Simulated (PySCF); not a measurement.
# Nonlinear optical response: SMILES C=S, CH$_{2}$S

Molfile (atoms numbered from 1):
```
CH2S
     RDKit          3D

  4  3  0  0  0  0  0  0  0  0999 V2000
   -0.1063    0.0042    0.0021 C   0  0  0  0  0  0  0  0  0  0  0  0
    1.4843   -0.0363    0.1638 S   0  0  0  0  0  0  0  0  0  0  0  0
   -0.6159    0.8123   -0.5233 H   0  0  0  0  0  0  0  0  0  0  0  0
   -0.7518   -0.7755    0.4074 H   0  0  0  0  0  0  0  0  0  0  0  0
  1  2  2  0
  1  3  1  0
  1  4  1  0
M  END
```

The calculation used quadratic response CAM-B3LYP/aug-cc-pVTZ first hyperpolarisability, Taylor convention, gas phase in PySCF. Geometry: PBE0-D3(BJ)/def2-TZVP.

**Question.** What is the first hyperpolarisability, and how does it disperse?

**Answer.** In au, Taylor convention; the vector part is βᵢ = ⅓ Σⱼ (βᵢⱼⱼ + βⱼᵢⱼ + βⱼⱼᵢ); β∥ is 3/5 of the vector part along the dipole, the dipole points from − to +:
```csv
process,λ (nm),β vector norm,β∥,β HRS,depolarisation ratio
"static β(0;0,0)",∞,71.9,43.1,38.3,2.86
"second harmonic β(−2ω;ω,ω)",1907,76.5,45.9,41.0,2.82
"Pockels β(−ω;ω,0)",1907,73.4,44.0,–,–
"Pockels β(−ω;ω,0)",1064,76.9,46.1,–,–
```

Second harmonics within 0.3 eV of the first excitation or beyond it are left out.

**Question.** Which lowest excitations, dipole and polarisabilities go with it?

**Answer.** S1 2.23 eV (f = 0.000); S2 5.76 eV (f = 0.012); S3 6.33 eV (f = 0.201); dipole 1.79 D; isotropic α 34.3 au static, 34.5 au at 1907 nm, 34.8 au at 1064 nm, 34.9 au at 953.5 nm.
